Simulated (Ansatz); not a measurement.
A made-up structure of Si2NH5, closed shell:

```
8
angstrom
N -1.4734 0.8916 -1.5302
Si -0.0905 0.8336 -0.7240
Si 0.6008 -0.7102 0.9051
H -2.1839 0.1913 -1.3521
H 0.8955 1.8961 -1.0450
H 0.9006 0.0018 2.1763
H -2.1062 1.6034 -1.1651
H -0.4830 -1.7008 1.1245
```

It is relaxed with PBE-D4/def2-SVP and then PBE0-D4/def2-TZVP (Ansatz 0.2.0). Atoms count as bonded within 1.22 times the sum of their covalent radii (H–H: 0.88 Å). The end point is not checked to be a true minimum.

Task: Does its bonding change? (Judge from chemistry; the calculation decides.)

Result: Computed: No: no bond forms or breaks.

Where it ends: The first stage lowers the energy by 1.44 eV in 13 steps. It ends as Si₂NH₅ ([NH2][SiH][SiH2]):
N1  (-1.590, 0.893, -1.304)
Si2  (-0.238, 0.882, -0.288)
Si3  (0.651, -0.870, 0.754)
H4  (-2.325, 0.208, -1.241)
H5  (0.566, 2.061, -0.716)
H6  (1.277, -0.152, 1.916)
H7  (-1.731, 1.559, -2.045)
H8  (-0.551, -1.575, 1.314)
(Å)

Labels in which every atom is bracketed show which atoms are joined, not bond orders.

For scale, one of the runs: PBE0-D4/def2-TZVP relaxation, 135 basis functions, launched by `ansatz run in.yaml --threads 2 --pin off --events-out ev --progress --plain --max-ram 4352MiB`. Hardware: 2 CPU threads of an Arm Neoverse V2, shared host. Wall time about 20 s.
